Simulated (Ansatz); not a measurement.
# NaBH₂ (triplet): from Hartree-Fock to the top rungs, def2-QZVPP

An exercise on one series of results from a longer session: the logs are not shown, and one member is left open.

The runs use Ansatz 0.2.0, Gaussian basis; def2-QZVPP, core rule «outside noble gas», up to 6 orbitals frozen.

The runs, in order: UHF; ROHF; CCSD(T) on UHF.

2 further runs of the same task are left out: 2 set aside as unsound or not needed.

### The system

The geometry is a PBE0/def2-TZVP stationary point (not a proven minimum).

4 atoms, charge 0, spin multiplicity 3.

Atoms are counted from 1 here; the program's logs count them from 0.

Bond lengths: B1–Na2 2.459 Å, B1–H3 1.203 Å, B1–H4 1.203 Å. Angles: Na2–B1–H3 86.9°, Na2–B1–H4 86.9°, H3–B1–H4 129.3°.

Geometry (Å):

```xyz
4

B    -0.12162    0.00000    1.57748
Na    0.02280    0.00000   -0.87713
H     0.39227   -1.08753    1.54317
H     0.39227    1.08752    1.54317
```

Set-up of the first run:

The input, in.yaml:

```yaml
crystal:
  periodic: [false, false, false]
  atoms:
    - {symbol: B, position_ang: [-0.121622, 0.000000, 1.577484]}
    - {symbol: Na, position_ang: [0.022796, 0.000000, -0.877130]}
    - {symbol: H, position_ang: [0.392274, -1.087525, 1.543168]}
    - {symbol: H, position_ang: [0.392275, 1.087524, 1.543168]}
basis:
  gaussian: {orbitals: "def2-QZVPP.json"}
magnetization: {spin_polarized: true, initial_magnetization: 2}
hamiltonian: {xc: hf}
output: {orbitals: {seedname: orbitals}}
```

Launch:

```console
$ ansatz run in.yaml --threads 1 --pin off --events-out ev --progress --plain --max-ram 2393MiB
```

Among the steps run: UHF; ROHF; CCSD(T) on UHF.

One of the session's tables, all rows but one given; the rest of the session is left out.

```
  method  from UCCSD(T) (meV)
    ROHF              +3615.6
     UHF                    ?
    UMP2               +594.3
   UCCSD               +111.8
UCCSD(T)                    0
```

Estimate the missing values for UHF.

The run gave: from UCCSD(T) (meV): +3545.6. In the column «from UCCSD(T) (meV)» it lies between UMP2 (+594.3) and ROHF (+3615.6).
